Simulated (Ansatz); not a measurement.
We consider fcc Au, described by PBEsol (plane waves, PAW; Ansatz, an electronic-structure program).

Settings: plane-wave cutoff 520 eV, 24×24×24 k mesh, Fermi–Dirac smearing 0.05 eV, scalar-relativistic PAW data made under PBE.

Computed at the level's own relaxed cell.

Question: What does this level give for the equilibrium volume per atom, bulk modulus, lattice constant a and pressure derivative B′ of the bulk modulus?

Answer: 
equilibrium volume per atom: 17.01 Å³/atom
bulk modulus: 174 GPa
lattice constant a: 4.083 Å
pressure derivative B′ of the bulk modulus: 5.8

The run finds no gap.

Measured, for comparison: equilibrium volume per atom 16.76 Å³/atom, lattice constant a 4.062 Å (static lattice: zero-point anharmonic expansion removed; as tabulated in Mejia-Rodriguez and Trickey (2018), arXiv:1807.09216); bulk modulus 182 GPa (0 K value with the zero-point phonon effect removed, our sources range from 175 to 182; as tabulated in Mejia-Rodriguez and Trickey (2018), arXiv:1807.09216). Computed (rounded) less measured: equilibrium volume per atom +1.5 %, bulk modulus -4 % (-0.6 % to -4 % over the range), lattice constant a +0.5 %.

Spin–orbit coupling is not included; it can shift volumes and moduli of such heavy elements.

Computed values are for the static lattice.

Cost on a shared machine: roughly 50 core-seconds.
